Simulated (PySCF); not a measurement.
# Solvent effects on NMR parameters

Atom-mapped SMILES (the numbers label the heavy atoms): `[CH3:1]/[CH:2]=[C:3](\[CH3:4])[F:5]`. Hydrogens are named by the atom that carries them.

GIAO PBE0/pcSseg-1 in PySCF 2.14.0 with density-fitted response routines on one PBE0-D3(BJ)/def2-SVP conformer, non-relativistic, equivalent nuclei averaged. Solvents enter as an IEF-PCM continuum (chloroform with ε = 4.7, water with ε = 78.4) around the gas-phase geometry. Shifts are referred to TMS, CFCl3 computed in the same medium.

Gas phase, δ in ppm: C3 164.8, C2 106.3, C4 14.4, C1 13.8, F5 -91.1, H(C2) 5.08, H(C4) 1.83, H(C1) 1.64. Dipole moment 1.75 D.

Problem. How does each δ change in the continuum?

Solution. 
| atoms | environment | Δδ, chloroform | Δδ, water |
| --- | --- | --- | --- |
| C3 | fully substituted alkene carbon | +1.4 | +2.0 |
| C2 | alkene CH | +1.0 | +1.4 |
| C4 | allylic methyl carbon | +0.4 | +0.6 |
| C1 | allylic methyl carbon | +0.1 | +0.2 |
| F5 | vinylic fluorine | -4.4 | -5.7 |
| H(C2) | hydrogen on an alkene CH | +0.05 | +0.07 |
| H(C4) | hydrogen on an allylic methyl carbon | +0.10 | +0.14 |
| H(C1) | hydrogen on an allylic methyl carbon | +0.06 | +0.09 |

Changes are relative to the gas phase. The dipole moment becomes 2.06 D in chloroform, 2.20 D in water.

Problem. Which nuclei move most (in ppm), and what does the model miss?

Solution. F5 (vinylic fluorine, -5.7 ppm) in water. A continuum only polarises the solute; specific hydrogen bonds, the anisotropy of aromatic solvents and changes of geometry or conformer are outside it.
